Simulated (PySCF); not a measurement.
A structure optimised at PBE0-D3(BJ)/def2-SVP, used in a PySCF frequency run:

```
S
O 1 1.5006
C 1 1.8160 2 106.16
H 3 1.0982 1 106.11 2 -66.66
H 3 1.0996 4 110.09 1 120.03
H 3 1.0997 4 109.59 5 123.15
C 1 1.8160 2 106.16 3 101.96
H 7 1.0982 1 106.11 2 66.66
H 7 1.0996 8 110.09 1 -120.03
H 7 1.0997 8 109.59 9 -123.15
```
Charge 0, spin multiplicity 1.

**Question.** Write its SMILES, formula and point group.

**Answer.** CS(C)=O, C2H6OS, Cs

**Question.** What are its rotational constants (standard atomic weights)?

**Answer.** 6.9437, 6.7855, 4.1689 GHz
